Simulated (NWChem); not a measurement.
Species: NH2, doublet; SMILES [NH2]

Results from NWChem. Spin-unrestricted. In the optimisation the excess spin sits in b2 (C2v, its own frame). The geometry was optimised at PBE0/def2-SVP, spin-unrestricted. No stability test was run on the SCF state. Total energies compare along this basis series because the functional is fixed.

```
level              basis functions  energy (Ha)  highest occupied level (eV)  lowest empty minus highest occupied level, either spin (eV)  dipole (D)
-----------------  ---------------  -----------  ---------------------------  -----------------------------------------------------------  ----------
B3LYP/cc-pVDZ                   24     -55.8776                        -7.97                                                         5.39        1.81
B3LYP/aug-cc-pVDZ               41     -55.8910                        -8.62                                                         5.15        1.78
B3LYP/cc-pVTZ                   58     -55.9030                        -8.40                                                         5.33        1.84
B3LYP/aug-cc-pVTZ               92     -55.9065                        -8.64                                                         5.19        1.78
B3LYP/cc-pVQZ                  115     -55.9088                        -8.53                                                         5.28        1.82
```
